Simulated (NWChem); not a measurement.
# A calculation on methanol (CH4O)

```
C
H 1 1.1011
O 1 1.4071 2 107.60
H 3 0.9652 1 108.20 2 180.00
H 1 1.1092 2 107.33 3 -122.20
H 1 1.1092 2 107.33 5 -115.60
```
Charge 0, spin multiplicity 1.

All runs are NWChem calculations. The geometry was optimised at B3LYP/def2-SVP, a minimum by its harmonic frequencies.

The stability of the SCF solutions was not checked.

Worked example. At r2SCAN/def2-TZVPD the parent has a total energy of -115.70453 Ha and the doublet with one electron less, at the same geometry, -115.31136 Ha. The vertical ionisation energy is their difference.

ΔE = -115.31136 − (-115.70453) = 0.39317 Ha. Times 27.2114 eV/Ha this is 10.70 eV, or 1032 kJ/mol; λ = 1239.84/10.70 = 115.9 nm. No relaxation of the ion's geometry and no zero-point term enter.
